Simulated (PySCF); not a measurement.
BFH4Si.
SMILES with atom numbers: `[F:1][BH:2][SiH3:3]` (hydrogens: H4 on B2; H5, H6, H7 on Si3)

The calculation used PBE0-D3(BJ)/def2-SVP geometry optimisation, gas phase (PySCF 2.14.0).

(1) What internal coordinates does the optimisation give?

Answers

(1) 
```tsv
bond	length (pm)
F1–B2	132.0
B2–Si3	203.6
B2–H4	121.5
Si3–H5, Si3–H6, Si3–H7	149.7
```

Bonds in one row agree within 1 pm and their mean is given. A selection of angles:
```tsv
angle	degrees
F1–B2–Si3	120.7
F1–B2–H4	116.4
Si3–B2–H4	122.9
B2–Si3–H5	109.3
B2–Si3–H6	113.2
H5–Si3–H6	108.9
H5–Si3–H7	107.4
```

Si3 (SiH3 silicon) is distorted tetrahedral (angles from 107.4° to 113.2°). B2 (three-coordinate boron) is planar (angles 122.9°, 120.7° and 116.4°, sum 360.0°, 0.00 Å off the plane of its three neighbours).

Point group: Cs (tolerance 0.08 Å). Stationary, but not proved a minimum.
